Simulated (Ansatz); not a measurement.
This Ansatz (a quantum-chemistry and plane-wave program) input (B2PLYP/cc-pV(Q+d)Z) gives -291.77162 Eh with 184 basis functions. A basis named .json is the Basis Set Exchange file of that set (core-valence sets with the plain set on hydrogen).

Ansatz 0.2 input:
```yaml
crystal:
  periodic: [false, false, false]
  atoms:
    - {symbol: Si, position_ang: [-0.00000000, -0.00000000, 0.00000000]}
    - {symbol: H, position_ang: [0.87559489, 0.85467525, 0.83309847]}
    - {symbol: H, position_ang: [-0.82219976, -0.86546541, 0.87529791]}
    - {symbol: H, position_ang: [-0.88619780, 0.85452031, -0.82197187]}
    - {symbol: H, position_ang: [0.83280267, -0.84373015, -0.88642451]}
basis:
  gaussian:
    orbitals: cc-pV_Q+d_Z.json
hamiltonian:
  xc: {name: B2PLYP}
magnetization: {spin_polarized: false}
correlation: {electrons: outside_noble_gas}
```

Change:
```diff
- orbitals: cc-pV_Q+d_Z.json
+ orbitals: 6-31G*
```

Q: What does the run give now?

A: -291.70787 Eh (B2PLYP/6-31G*, 27 functions), a change of +63.75 mEh.
